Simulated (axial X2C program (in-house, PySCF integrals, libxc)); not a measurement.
Testing model relations on NaO⁺

A bond curve at the CCSD(T) level, 2c, was computed with an in-house all-electron X2C program for linear molecules (integrals from PySCF) (basis Na dyall-cv3z [9s8p5d2f], O dyall-av3z [7s6p3d2f] (cores contracted in-house)) for the state Ω = 1 (⟨Sz⟩ = 1.00, ⟨Lz⟩ = 0.00 at HF). Its fit gives Re = 2.4959 Å, ωe = 191.0 cm⁻¹, ωexe = 4.62 cm⁻¹ and αe = 8.065e-03 cm⁻¹; the masses are 22.9898 and 15.9949 u. Two-component means X2C with spin–orbit coupling and atomic mean-field Coulomb and Gaunt terms.

Correlated methods: 14 electrons correlated (number of frozen shells: Na 1 s; O 1 s), 220 virtual spin orbitals or spinors in MP2, 90 natural virtuals in coupled cluster.

(1) Find the reduced mass, Be and the force constant.

(2) Estimate De from a Morse curve and compare with the computed well depth of 0.271 eV to Na+ + O.

(3) Where do the fundamental and the first overtone lie?

(4) A Morse curve ties αe to the other constants (Pekeris). How well does that hold?

(5) Estimate the centrifugal constant by the Kratzer relation.

Occupations by symmetry block were frozen at the best pattern of an incomplete PBE0 search. De is counted from the lowest determinant-based energies of the atoms at the same level, without counterpoise correction. Coupled cluster ran in a truncated set of natural virtual spinors; the MP2 energy of the rest was added. (T) has no such correction and the atoms are truncated less, which lowers De at CCSD(T) by a hundredth of an eV or more. With several unpaired electrons one determinant need not be a pure state. Open-shell Ω = 0 determinants with evenly filled partner blocks cannot be reached by this program, so the Ω shown need not be the lowest component. This is the Ω = 1 component of a π² triplet; the 0⁺ component is not one determinant and can lie lowest. The bond is weak, and without diffuse functions and with truncated virtuals even CCSD(T) can be tens of per cent off in De.

## Answers

(1) From the CCSD(T) values: μ = 9.4324 u. Be = 16.8576/(μ Re²) = 0.2869 cm⁻¹. k = 5.8918×10⁻⁷ μ ωe² = 0.203 mdyn/Å.

(2) De(Morse) = ωe²/(4ωexe) = 0.245 eV against 0.271 eV computed, a ratio of 0.90. For De the Morse form works well here.

(3) ν(1←0) = ωe − 2ωexe = 181.8 cm⁻¹; ν(2←0) = 2ωe − 6ωexe = 354.3 cm⁻¹.

(4) αe(Morse) = 6Be²/ωe × (√(ωexe/Be) − 1) = 7.790e-03 cm⁻¹; the CCSD(T) curve gives 8.065e-03 cm⁻¹, a ratio of 0.97.

(5) D = 4Be³/ωe² = 2.59e-06 cm⁻¹.
